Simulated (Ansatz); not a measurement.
A Si₉C₃N₈ cell: a random packing after short dynamics, relaxed.

```yaml
crystal:
  lattice:
    - [6.82283, 0.14868, -0.33558]
    - [0.12382, 6.10730, 0.02064]
    - [-0.32955, 0.01328, 5.79705]
  atoms:
    - { symbol: Si, position: [0.65692, 0.49932, 0.89741] }
    - { symbol: Si, position: [0.66900, 0.81576, 0.36915] }
    - { symbol: Si, position: [0.14311, 0.97823, 0.82302] }
    - { symbol: Si, position: [0.28587, 0.12568, 0.21898] }
    - { symbol: Si, position: [0.34839, 0.60744, 0.09497] }
    - { symbol: Si, position: [0.33679, 0.57533, 0.59188] }
    - { symbol: Si, position: [0.61496, 0.31498, 0.43172] }
    - { symbol: Si, position: [0.90612, 0.40176, 0.26277] }
    - { symbol: Si, position: [0.00781, 0.87138, 0.33579] }
    - { symbol: C, position: [0.17419, 0.83685, 0.10366] }
    - { symbol: C, position: [0.37204, 0.40159, 0.85629] }
    - { symbol: C, position: [0.77729, 0.23947, 0.73428] }
    - { symbol: N, position: [0.29399, 0.19332, 0.91796] }
    - { symbol: N, position: [0.35419, 0.42368, 0.33242] }
    - { symbol: N, position: [0.04619, 0.16151, 0.32028] }
    - { symbol: N, position: [0.16836, 0.79736, 0.59211] }
    - { symbol: N, position: [0.59957, 0.63411, 0.60353] }
    - { symbol: N, position: [0.51790, 0.05474, 0.37542] }
    - { symbol: N, position: [0.90285, 0.09258, 0.76102] }
    - { symbol: N, position: [0.58754, 0.70099, 0.10076] }
```

Computed with DFT PBE, scalar-relativistic, plane waves, PAW (Ansatz).

Plane waves to 420 eV, a k mesh through Γ of 5×6×6 on the computed 20-atom cell and Gaussian smearing (0.02 eV); no spin polarisation.

Task: Describe its local order.

Result: Counting as bonded all pairs within 1.2 times the summed covalent radii:

| atom → neighbour | mean count | mean length (Å) | spread (Å) |
| --- | --- | --- | --- |
| C → N | 0.67 | 1.33 | 0.12 |
| C → Si | 3.00 | 1.93 | 0.10 |
| N → C | 0.25 | 1.33 | 0.12 |
| N → Si | 2.75 | 1.80 | 0.06 |
| Si → C | 1.00 | 1.93 | 0.10 |
| Si → N | 2.44 | 1.80 | 0.06 |
| Si → Si | 1.33 | 2.53 | 0.11 |

Angles between all pairs of such bonds at an atom (mean ± spread): 110 ± 20° at C, 118 ± 19° at N, 101 ± 29° at Si.

Task: Does it have a gap?

Result: It has a gap on the mesh of 0.43 eV. Levels at Γ next to the Fermi level (eV from it): -2.48, -2.27, -1.70, -1.47, -1.06, -0.25, 0.67, 1.08, 2.17, 2.43, 3.14, 3.19. It lies 0.19 eV/atom below the elements' standard states (static lattices, no corrections for gases).

The final mesh leaves forces up to 0.16 eV/Å and stresses up to 0.4 GPa: the relaxation ran on a coarser mesh, so the cell's shape, its bonds and its energy belong partly to that mesh.

An odd mesh misses points on the zone edge, so a gap read on it can be too wide.

Cost: 2 runs of about 7 core-minutes in all (earlier runs that led there not counted), on Arm Neoverse V1 (shared hosts).